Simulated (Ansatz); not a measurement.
# Silver, fcc: convergence with the plane-wave cutoff

Computed with Ansatz, PBE, scalar-relativistic PAW, on the relaxed cell (a = 4.147 Å; spin not included). Errors count from a run at 420 eV on a Γ-centred 21×21×21 mesh with Fermi-Dirac smearing of 0.1 eV, extrapolated to zero width. Fixed here: mesh 13×13×13, Fermi-Dirac width 0.1 eV. The pressure holds a Pulay correction and is unreliable far below the recommended cutoff. The SCF starts from atomic densities corrected by a trained network.

| cutoff (eV) | E(σ→0) error (meV/atom) | P (GPa) | SCF iterations |
| --- | --- | --- | --- |
| 150 | 61579.6 | -72.48 | 7 |
| 200 | 10503.9 | 8.47 | 7 |
| 250 | 1296.5 | 1.73 | 6 |
| 300 | 105.7 | -0.41 | 6 |
| 350 | 3.8 | -0.01 | 6 |
| 420 | -0.6 | 0.00 | 6 |
| 500 | -2.2 | 0.00 | 6 |
| 600 | -2.4 | 0.01 | 6 |
| 800 | -2.5 | 0.01 | 6 |

Within 5 meV/atom of the last row: from 420 eV on.
